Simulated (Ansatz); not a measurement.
For zinc-blende HgTe, LDA in Ansatz (PAW) gives:

| Property | Result |
|---|---|
| equilibrium lattice constant a | 6.435 Å |
| bulk modulus | 47.5 GPa |
| cohesive energy | 2.26 eV/atom |
| band gap at the measured cell | 0.00 eV |

Question: What does HSE06 (Ansatz, a program for electronic structure, PAW) give for the same quantities?

Answer: 
- lattice constant a: 6.564 Å (increases by 2.0 %)
- bulk modulus: 40.5 GPa (falls by 15 %)
- cohesive energy: 1.48 eV/atom (drops by 0.78 eV/atom)
- band gap at the measured cell: 0.01 eV (is nearly the same)

For comparison: lattice constant a 6.46 Å (measured, room temperature, not corrected to a static lattice; as tabulated in Cava et al. (2013), arXiv:1302.1059); bulk modulus 42.3 GPa (measured, temperature not stated, not corrected to a static lattice; as tabulated in Toher et al. (2017), arXiv:1611.05714).

Changes are worked out from the printed values.

Unless a cell is named, each level is at its own relaxed cell (LDA 33.30, HSE06 35.36 Å³/atom).

Levels without +SOC leave out spin–orbit coupling, which shifts energies and cells of such heavy elements.

Levels without +SOC have no spin–orbit coupling; where heavier elements are present it shifts gaps, mostly down, and can invert bands. A gap of zero means that the bands touch or overlap. Density-functional gaps are differences of (generalised) Kohn–Sham levels.

Caveats: the run warned that the count of filled bands differs between k points (HSE06). Ansatz's density-functional and Hartree–Fock values are scalar-relativistic unless marked +SOC, with PAW data made under PBE.
